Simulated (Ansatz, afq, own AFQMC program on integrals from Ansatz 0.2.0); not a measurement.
Two steps: Ansatz 0.2.0 writes the Fock matrix and Cholesky factors of the valence space, and afq projects on them the lowest state that overlaps trial and start.

```yaml
crystal:
  periodic: [false, false, false]
  atoms:
    - {symbol: Si, position_ang: [0.000000, 0.000000, 0.000000]}
    - {symbol: H, position_ang: [1.519134, 1.524273, 1.520874]}
    - {symbol: H, position_ang: [-1.525703, -1.516603, 1.521966]}
    - {symbol: H, position_ang: [-1.517146, 1.518574, -1.528540]}
    - {symbol: H, position_ang: [1.523715, -1.526244, -1.514300]}
basis:
  gaussian: {orbitals: 6-31G}
magnetization: {spin_polarized: false}
correlation: {method: ccsd_t, electrons: outside_noble_gas, hamiltonian_folder: ham}
```

```sh
$ ansatz run in.yaml --threads 1 --pin off --events-out ev --progress --plain --max-ram 16896MiB --backend cuda --devices 0, --max-vram 18GiB
```

afq runs on the folder ham with

```
--method free --trial cisd --walkers 20 --time-step 0.05 --max-blocks 30 --target-error 0.00136 --factor-cut 1e-05 --seed 9212 --times 0,2,5,8,12 --taylor-order 6
```

Times are imaginary, in 1/Eh. The walk had a cap of 60 s.

```
orbitals 16  electrons 4 4  factors 85 of 268
reference energy -290.67367055 Eh
CCSD correlation -0.22319050 Eh in 13 cycles, weight of the determinant in the CISD state 0.6299
repeat  energy at the last time / Eh  error
    10  -290.953833  0.030150
    20  -290.947202  0.026968
    30  -290.943969  0.019428
time / (1/Eh)  energy / Eh  error  mean overlap
  0.00  -290.899843  0.003898  1.6078
  2.00  -290.914167  0.003059  1.7000
  5.00  -290.932996  0.004361  1.6434
  8.00  -290.937645  0.010624  1.7186
 12.00  -290.943969  0.019428  1.5609
energy -290.943969 +/- 0.019428 Eh
```

The run failed at least one of its tests; the cautions name the faults.

Against this walk (error 528.7 meV) on the same determinant: CCSD(T) 719.8 meV higher (within the noise), full CI 428.0 meV higher (within the noise). The error is statistical, and a free projection of finite length keeps a remainder of its start.

A setting was made bad on purpose (projection too long), so the walk's energy isn't to be trusted.

Cautions: remainder of the start not in the error; error above the target (528.7 against 37.0 meV); restricted determinant unstable towards unrestricted (UHF 4.56 eV lower, ⟨S²⟩ 2.48); strong correlation (T1 0.026, weight of the determinant 0.63, largest double 0.23); (T) is large, 9 % of the CCSD correlation; CCSD(T) is in doubt: in a space of 8 electrons in 8 natural orbitals full CI lies 283 meV below it; so few walkers bias the energy; the time-step error isn't removed.

A walk keeps the symmetry of its determinant, which the program's search chose and which needn't be the lowest solution, so a lower state of the same spin and another symmetry isn't excluded.
